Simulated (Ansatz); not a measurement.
**AlH3Cl (doublet): wave-function methods side by side at distance Al1–H4 along a hydrogen transfer = 1.819 Å, cc-pVDZ**

How much of the correlation energy of AlH3Cl (doublet) does each wave-function method recover here?

Computed with Ansatz 0.2.0, Gaussian basis. Level: cc-pVDZ, core rule «outside noble gas», up to 10 orbitals frozen.

The runs, in order: UHF; CCSD(T) on ROHF; CCSD(T) on UHF; BCCD(T) on ROHF; CISD; CCSDT(Q) on ROHF; CCSDT(Q) on UHF; CASSCF and MRCISD+Q, 3 electrons in 3 orbitals; CASSCF and NEVPT2, 3 electrons in 3 orbitals.

13 further runs of the same task are left out: 9 for a known fault of the program, 4 that didn't finish.

## 1. The system

The geometry derives from fragments relaxed apart (PBE0/def2-TZVP) and kept rigid, so it is no stationary point. A hydrogen atom is moved between rigid fragments.

5 atoms, charge 0, spin multiplicity 2.

Atoms are counted from 1 here; the program's logs count them from 0.

Bond lengths: Al1–H2 1.586 Å, Al1–H3 1.586 Å, Al1–H4 1.819 Å, H4–Cl5 1.525 Å. Angles: H2–Al1–H3 120.0°, H2–Al1–H4 120.0°, H3–Al1–H4 120.0°, Al1–H4–Cl5 180.0°.

## 2. UHF

The input, in.yaml:

```yaml
crystal:
  periodic: [false, false, false]
  atoms:
    - {symbol: Al, position_ang: [-1.814739, 0.000000, 0.000000]}
    - {symbol: H, position_ang: [-2.607663, 1.373384, 0.000000]}
    - {symbol: H, position_ang: [-2.607663, -1.373384, 0.000000]}
    - {symbol: H, position_ang: [0.004261, 0.000000, 0.000000]}
    - {symbol: Cl, position_ang: [1.529261, 0.000000, 0.000000]}
basis:
  gaussian: {orbitals: cc-pVDZ}
magnetization: {spin_polarized: true, initial_magnetization: 1}
hamiltonian: {xc: hf}
output: {orbitals: {seedname: orbitals}}
```

The run is started by

```
> ansatz run in.yaml --threads 1 --pin off --events-out ev --progress --plain --max-ram 2393MiB
```

After this run come: CCSD(T) on ROHF; CCSD(T) on UHF; BCCD(T) on ROHF; CISD; CCSDT(Q) on ROHF; CCSDT(Q) on UHF; CASSCF and MRCISD+Q, 3 electrons in 3 orbitals; CASSCF and NEVPT2, 3 electrons in 3 orbitals.

**Question.** What will the summary of the whole plan be? Wanted: UCCSDT(Q) below the RHF energy; RMP2 from UCCSDT(Q); UMP2 from UCCSDT(Q); RCCSD from UCCSDT(Q); RCCSD(T) from UCCSDT(Q); UCCSD(T) from UCCSDT(Q); RCCSDT(Q) from UCCSDT(Q); NEVPT2 pair from UCCSDT(Q); MRCISD+Q pair from UCCSDT(Q).

As calculated:

| quantity | value |
| --- | --- |
| UCCSDT(Q) below the RHF energy | -6.9756 eV |
| RMP2 from UCCSDT(Q) | +24.99 kcal/mol |
| UMP2 from UCCSDT(Q) | +26.15 kcal/mol |
| RCCSD from UCCSDT(Q) | +3.58 kcal/mol |
| RCCSD(T) from UCCSDT(Q) | +0.73 kcal/mol |
| UCCSD(T) from UCCSDT(Q) | +0.75 kcal/mol |
| RCCSDT(Q) from UCCSDT(Q) | +0.01 kcal/mol |
| NEVPT2 pair from UCCSDT(Q) | +24.92 kcal/mol |
| MRCISD+Q pair from UCCSDT(Q) | +1.04 kcal/mol |
| levels within 1 kcal/mol (43 meV) | RCCSD(T), UCCSD(T), BCCD(T), RCCSDT, UCCSDT, RCCSDT(Q) |
| T1 diagnostic | 0.017 |

RCCSD(T) lands +0.73 kcal/mol from the yardstick (0.5 % of the correlation energy). Of the multireference levels listed MRCISD+Q pair comes nearest in total energy (+1.04 kcal/mol), which doesn't show that its space is the better one. These misses are within one basis, not against nature; the frozen cores of restricted and unrestricted runs differ, which can shift their rows.
